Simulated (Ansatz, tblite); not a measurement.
# BMe2F (C₂H₆BF): one state, many levels

The task here is to estimate one member of a computed series from the others.

Method: as each input shows; program: Ansatz 0.2.0, Gaussian basis.

The runs, in order: GFN1-xTB, GFN2-xTB, PBE-D4/def2-TZVP, r2SCAN-D4/def2-TZVP, B3LYP-D4/def2-TZVP, ωB97M-V/def2-TZVP, B97M-V/def2-TZVP, BLYP-D4/def2-TZVP, HSE06-D4/def2-TZVP, PBE-QIDH/def2-TZVP, LDA/def2-TZVP, PBE-D4/def2-SVP, PBE0-D4/def2-SVP, PBE0-D4/def2-TZVPD, PBE-D4/def2-TZVPD, r2SCAN-D4/def2-TZVPD, CCSD(T)/def2-TZVPP, MP2/def2-TZVP, RPA/def2-TZVP.

## The relaxed structure

The geometry is that of the singlet, from an earlier relaxation (r2SCAN-D4/def2-SVP).

10 atoms, charge 0, spin multiplicity 1.

Bond lengths: B1–C2 1.567 Å, B1–C6 1.567 Å, B1–F10 1.342 Å, C2–H3 1.107 Å, C2–H4 1.101 Å, C2–H5 1.101 Å, C6–H7 1.107 Å, C6–H8 1.100 Å, C6–H9 1.101 Å. Angles: C2–B1–C6 125.2°, C2–B1–F10 117.5°, C6–B1–F10 117.3°, B1–C2–H3 107.2°, B1–C2–H4 113.4°, B1–C2–H5 113.2°, H3–C2–H4 106.1°, H3–C2–H5 106.6°, H4–C2–H5 109.9°, B1–C6–H7 107.1°, B1–C6–H8 113.6°, B1–C6–H9 113.0°, H7–C6–H8 106.3°, H7–C6–H9 106.4°, H8–C6–H9 109.9°.

PBE0-D4/def2-TZVP was run before; its log isn't repeated, and its numbers join the tables.

The first run:

Tight binding, by tblite at 300 K electronic temperature and without a spin-polarisation term:

```python
tblite.interface.Calculator('GFN1-xTB', numbers, positions, charge=0, uhf=0).singlepoint()
```

Tight binding, by tblite at 300 K electronic temperature and without a spin-polarisation term:

```python
tblite.interface.Calculator('GFN2-xTB', numbers, positions, charge=0, uhf=0).singlepoint()
```

start.molden holds the orbitals of an earlier run on this state, given as this run's starting guess.

Input file in.yaml:

```yaml
crystal:
  periodic: [false, false, false]
  atoms:
    - {symbol: B, position_ang: [-0.279166, -0.476957, -0.010926]}
    - {symbol: C, position_ang: [1.285422, -0.559740, -0.011839]}
    - {symbol: H, position_ang: [1.612497, -0.579232, 1.045677]}
    - {symbol: H, position_ang: [1.768558, 0.319550, -0.464582]}
    - {symbol: H, position_ang: [1.670623, -1.479507, -0.477837]}
    - {symbol: C, position_ang: [-1.112581, 0.849655, 0.018680]}
    - {symbol: H, position_ang: [-1.319069, 1.128595, -1.032668]}
    - {symbol: H, position_ang: [-0.573135, 1.699354, 0.463566]}
    - {symbol: H, position_ang: [-2.091968, 0.731296, 0.507325]}
    - {symbol: F, position_ang: [-0.961180, -1.633003, -0.037407]}
basis:
  gaussian: {orbitals: def2-TZVP, initial_orbitals: start.molden}
hamiltonian: {xc: pbe, dispersion: d4}
scf: {omitted_lower_state_checks: [starts]}
output: {orbitals: {seedname: orbitals}}
```

Run with:

```bash
ansatz run in.yaml --threads 4 --pin off --events-out ev --progress --plain --max-ram 3916MiB
```

Among the steps run: PBE-D4/def2-TZVP; r2SCAN-D4/def2-TZVP; B3LYP-D4/def2-TZVP; ωB97M-V/def2-TZVP; B97M-V/def2-TZVP; BLYP-D4/def2-TZVP; HSE06-D4/def2-TZVP; PBE-QIDH/def2-TZVP; LDA/def2-TZVP; PBE-D4/def2-SVP; PBE0-D4/def2-SVP; PBE0-D4/def2-TZVPD; PBE-D4/def2-TZVPD; r2SCAN-D4/def2-TZVPD; CCSD(T)/def2-TZVPP; MP2/def2-TZVP; RPA/def2-TZVP.

One of the session's tables, all rows but one given; the rest of the session is left out.

| level | HOMO (eV) | gap (eV) |
| --- | --- | --- |
| LDA/def2-TZVP | -7.31 | 6.09 |
| PBE-D4/def2-SVP | ? | ? |
| PBE-D4/def2-TZVP | -7.18 | 6.22 |
| PBE-D4/def2-TZVPD | -7.20 | 6.18 |
| BLYP-D4/def2-TZVP | -7.12 | 6.28 |
| r2SCAN-D4/def2-TZVP | -7.50 | 6.97 |
| r2SCAN-D4/def2-TZVPD | -7.51 | 6.95 |
| B97M-V/def2-TZVP | -7.62 | 7.11 |
| B3LYP-D4/def2-TZVP | -8.50 | 8.33 |
| PBE0-D4/def2-SVP | -8.62 | 8.85 |
| PBE0-D4/def2-TZVP | -8.70 | 8.79 |
| PBE0-D4/def2-TZVPD | -8.71 | 8.75 |
| HSE06-D4/def2-TZVP | -8.29 | 7.99 |
| ωB97M-V/def2-TZVP | -11.04 | 12.99 |

Estimate the missing values for PBE-D4/def2-SVP.

As computed: HOMO (eV): -7.03; gap (eV): 6.23. In the column «HOMO (eV)» it is the highest.
